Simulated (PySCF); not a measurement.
PySCF input:

```python
from pyscf import gto, scf, dft

mol = gto.M(
    atom='''
    C    -0.01056978    0.49778310    0.42770843
    F     0.01210757   -0.48553006   -0.48251610
    H    -0.98026178    0.69384468    0.86184822
    H     0.93471233    0.68922727    0.91454611
    ''',
    basis='def2-tzvpd',
    charge=0,
    spin=1,
    verbose=4,
)

mf = dft.UKS(mol, xc='tpssh').density_fit(auxbasis='def2-universal-jkfit')
mf.grids.level = 3
mf.conv_tol = 1e-9
mf.max_cycle = 100
mf.max_memory = 1500
mf.kernel()
if not mf.converged:
    mf = mf.newton()
    mf.kernel(mf.make_rdm1())
for _ in range(2):
    mo, _, stable, _ = mf.stability(return_status=True)
    if stable:
        break
    mf.kernel(mf.make_rdm1(mo, mf.mo_occ))
mf.analyze()
```

Question: Which total energy does the run end on?

Answer: -139.13614 Eh (TPSSh/def2-TZVPD).

It need not be the lowest isomer of its formula.
